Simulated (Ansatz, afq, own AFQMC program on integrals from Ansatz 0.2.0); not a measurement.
# WH⁺, septet in def2-TZVPP, levels against CCSDT(Q)

```xyz
2

W     0.0000    0.0000    0.0000
H     0.0000    0.0000    7.1230
```

Basis def2-TZVPP with its core potentials. Noble-gas cores (and the filled d shells of Ga–Kr and In–Xe) are frozen. Integrals, coupled cluster, full CI and functionals: Ansatz 0.2.0; the random walks run on the same integrals in our own AFQMC program. The CISD trial takes its coefficients from CCSD amplitudes. Released means that phaseless walkers are propagated on without the constraint, phases kept. Uncertainties: one standard error, sampling alone. No spin–orbit coupling. The metal's outer-core s and p shells are frozen, which shifts wave-function levels against functionals.

Determinant: UHF, the one that the program's search chose, which needn't be the lowest solution. The geometry is a point of a scan.

No full CI on the walks' own integrals is used here; CCSDT(Q) serves as the reference and is uncertain by about the last step of the cluster series.

Cautions: no spin-orbit coupling; outer-core shells of the metal frozen; lower spins were not checked; higher spins were not checked.

The T1 diagnostic is 0.0089. The weight of the determinant in the CISD state is 0.973. The ⟨S²⟩ of the determinant is 12.005. The size of the correlated space is 6 electrons in 66 orbitals.

Reference: CCSDT(Q), correlation energy -1.530 eV. The released energy is read at 4.20 1/Eh (meV from the phaseless value at times in 1/Eh: -2.2 ± 0.5 at 0.60, -3.6 ± 0.3 at 1.20, -4.5 ± 0.4 at 2.00, -5.3 ± 0.5 at 3.00, -3.0 ± 1.6 at 4.20).

```json
{"level": "HF", "E − E(reference) (kJ/mol)": "147.6", "share of correlation (%)": "0.00"}
{"level": "MP2", "E − E(reference) (kJ/mol)": "21.7", "share of correlation (%)": "85.29"}
{"level": "CCSD", "E − E(reference) (kJ/mol)": "2.9", "share of correlation (%)": "98.03"}
{"level": "CCSD(T)", "E − E(reference) (kJ/mol)": "0.4", "share of correlation (%)": "99.70"}
{"level": "CCSDT", "E − E(reference) (kJ/mol)": "0.0", "share of correlation (%)": "99.98"}
{"level": "ph-AFQMC/HF", "E − E(reference) (kJ/mol)": "6.8 ± 0.6", "share of correlation (%)": "95.40"}
{"level": "ph-AFQMC/CISD", "E − E(reference) (kJ/mol)": "0.4 ± 0.05", "share of correlation (%)": "99.70"}
{"level": "released AFQMC", "E − E(reference) (kJ/mol)": "0.1 ± 0.1", "share of correlation (%)": "99.90"}
```

A walk keeps the symmetry of its determinant, which the program's search chose and which needn't be the lowest solution, so a lower state of the same spin and another symmetry isn't excluded. Released energies are given only where the last usable release times agree within the noise; a slower fall can still hide under it.
